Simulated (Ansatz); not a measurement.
The input, for Ansatz 0.2.0:

```yaml
crystal:
  periodic: [false, false, false]
  atoms:
    - {symbol: H, position_ang: [0.000000, 0.000000, -1.330000]}
    - {symbol: H, position_ang: [0.000000, 0.000000, -0.096000]}
    - {symbol: Si, position_ang: [0.000000, 0.000000, 1.426000]}
basis:
  gaussian: {orbitals: aug-cc-pVDZ}
magnetization: {spin_polarized: false, initial_magnetization: 2}
correlation: {method: bccd, electrons: all}
```

```sh
$ ansatz run in.yaml --threads 1 --pin off --events-out ev --progress --plain --max-ram 2393MiB
```

Output:

```
450 factors; integrals over basis functions are off by at most 1.1e-3 eV
mean field evaluation 1: about -7887.7646 eV, gradient 6.8e0 eV
mean field evaluation 2: about -7887.7649 eV, gradient 6.8e0 eV
mean field evaluation 4: about -7888.6197 eV, gradient 1.8e0 eV
mean field evaluation 8: about -7888.7645 eV, gradient 2.2e-3 eV
mean field evaluation 16: about -7888.7630 eV, gradient 2.8e-1 eV
mean field evaluation 32: about -7888.7645 eV, gradient 1.2e-6 eV
mean field evaluation 64: about -7887.7182 eV, gradient 5.8e-4 eV
mean field evaluation 96: about -7888.7631 eV, gradient 2.8e-1 eV
mean field evaluation 128: about -7888.7645 eV, gradient 2.6e-4 eV
mean field -7888.76445082 eV, -289.9067463710 hartree, gradient 1.6e-6 eV, S^2 2.000000; 6 other end points of the search recorded, 0 dependent functions left out
mean field evaluation 160: about -7888.9818 eV, gradient 1.5e-1 eV
determinant -7888.76445082 eV, -289.9067463710 hartree, with singles and doubles -7892.04300757 eV, -290.0272311093 hartree
determinant -7887.71823431 eV, -289.8682986235 hartree, with singles and doubles -7891.63146513 eV, -290.0121072036 hartree
determinant -7888.76445082 eV, -289.9067463710 hartree, with singles and doubles -7892.04137543 eV, -290.0271711293 hartree
determinant -7887.71823431 eV, -289.8682986235 hartree, with singles and doubles -7891.60082178 eV, -290.0109810814 hartree
reference -7888.76445082 eV, -289.9067463710 hartree; 9, 7 occupied and 36, 38 virtual orbitals, 450 factors
second order -2.38240171 eV of doubles, -0.12134548 eV of singles
cycle   1  -3.28596537 eV  change   -9.0e-3 eV  update   8.7e-3
cycle   2  -3.27970642 eV  change    6.3e-3 eV  update   3.7e-3
cycle   3  -3.27782842 eV  change    1.9e-3 eV  update   1.9e-3
cycle   4  -3.27852678 eV  change   -7.0e-4 eV  update   7.2e-4
cycle   5  -3.27878169 eV  change   -2.5e-4 eV  update   2.6e-4
cycle   6  -3.27884137 eV  change   -6.0e-5 eV  update   1.2e-4
cycle   7  -3.27888510 eV  change   -4.4e-5 eV  update   4.9e-5
cycle   8  -3.27889865 eV  change   -1.4e-5 eV  update   1.7e-5
Total energy: -7892.04334946 eV, -290.0272436737 hartree
```

Ran on 1 thread of Arm Neoverse V2, shared host: 3.5 s wall, 0.16 GiB peak host memory.
